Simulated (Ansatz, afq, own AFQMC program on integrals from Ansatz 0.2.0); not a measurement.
**Atomization energy of Si3H6, singlet**

```
atom    x (Å)    y (Å)    z (Å)
  Si  -1.2036  -0.1729  -0.5862
  Si   0.9063   0.8339  -0.5526
  Si   0.2981  -0.6627   1.1376
   H  -1.4730  -1.2211  -1.6117
   H  -2.3940   0.6673  -0.2703
   H   1.9171   0.3975  -1.5579
   H   0.9932   2.2836  -0.2154
   H   0.9394  -2.0084   1.1602
   H   0.0165  -0.1173   2.4964
```

Atoms in their ground-state spins without spin–orbit coupling (mostly on UHF) minus the molecule (RHF), without zero-point energy. The geometry is a stationary point, not shown to be a minimum.

Basis def2-TZVP. Noble-gas cores (and the filled d shells of Ga–Kr and In–Xe) are frozen. AFQMC by an in-house program on the Cholesky factors that Ansatz 0.2.0 writes for its CCSD(T) run. ph-AFQMC/CISD is guided by a CISD state made of CCSD amplitudes; releasing the constraint for a short imaginary time cuts its bias at the price of noise, slowly where states lie close. Uncertainties: one standard error, sampling alone. The errors of all members are added in quadrature.

No full CI on the walks' own integrals is used here. The released AFQMC energy serves as the reference, which it does only where one determinant dominates, the energy is flat over the last release times and near the phaseless one (40 meV or 2 meV an electron, half that with transition metals). On small molecules, where full CI could be run and the noise was under 10 meV, such values lay within 10 meV of it in 19 cases of 20, a flattering rate, since the rule was set on those same cases; what remains of the bias isn't in the error bar. Each member takes its own surest rung, up to full CI.

The best estimate is CCSD(T) at the basis-set limit (CBS: def2-TZVPP and def2-QZVPP, with their diffuse functions for anions and beside diffuse sets, CCSD(T) itself extrapolated) plus the step from CCSD(T) to AFQMC with the constraint released in def2-TZVP. Rows without CBS are in def2-TZVP; B2PLYP and the wave-function rows carry a basis error of their own. Core correlation and relativity beyond core potentials are missing, and ± holds the sampling alone.

Cautions: Si₃H₆ (singlet): the released value is read at 1.50 1/Eh (meV from the phaseless value at times in 1/Eh: -2 ± 8 at 0.24, -5 ± 7 at 0.51, -11 ± 8 at 0.99, -13 ± 9 at 1.50); other spins of the molecule weren't checked.

(1) Estimate: order these levels by their error in the atomization energy against the best estimate, smallest first.
A. MP2/CBS
B. CCSD(T)/CBS
C. CCSD(T)
D. MP2

Results:

(1) B (0.5 kcal/mol), A (10.2 kcal/mol), C (29.1 kcal/mol), D (39.0 kcal/mol).

Best estimates are given only where the step beyond CCSD(T) is under 0.3 eV and no member's determinant is very poor (T1 over 0.05, or 0.07 for open shells, ⟨S²⟩ too high by 0.3, two states mixed), so the hardest cases are missing from such tables.

Each member of a difference takes its own highest rung, so a best estimate needn't equal the limit plus the step of one row. Released energies are given only where the last usable release times agree within the noise; a slower fall can still hide under it.
